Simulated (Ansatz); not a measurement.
A run of Ansatz (development build ahead of 0.2.0) on singlet H4O2 at this shape:

```xyz
6

O    -1.4973   -0.1319    0.0131
H    -1.8792    0.6555   -0.0194
H    -0.5314    0.0418    0.0120
O     1.3951    0.2053   -0.0122
H     1.5683   -0.3698   -0.7470
H     1.5185   -0.3660    0.7501
```

Its results:

- Converged: yes
- Reference energy: -149.91765 hartree
- Correlation energy: -0.06946 hartree
- Total energy: -149.98712 hartree
- Spin squared of the determinant: 0.000

Question: Which input gives this output? Name the method, the orbitals and the basis set, and write the input.

Answer: RHF-MP2 in STO-3G. An unrestricted run that stays on the closed shell gives the same numbers.

```yaml
crystal:
  periodic: [false, false, false]
  atoms:
    - { symbol: O, position_ang: [-1.49728, -0.13189, 0.01309] }
    - { symbol: H, position_ang: [-1.87916, 0.65553, -0.01945] }
    - { symbol: H, position_ang: [-0.53145, 0.04181, 0.01202] }
    - { symbol: O, position_ang: [1.39508, 0.20526, -0.01223] }
    - { symbol: H, position_ang: [1.56833, -0.36976, -0.74699] }
    - { symbol: H, position_ang: [1.51853, -0.36597, 0.75014] }
basis:
  gaussian: { orbitals: STO-3G }
hamiltonian:
  xc: hf
correlation:
  method: mp2
  frozen_orbitals: { H: 0, O: 1 }
```

Caution: no unrestricted run beside it, a lower state can exist.
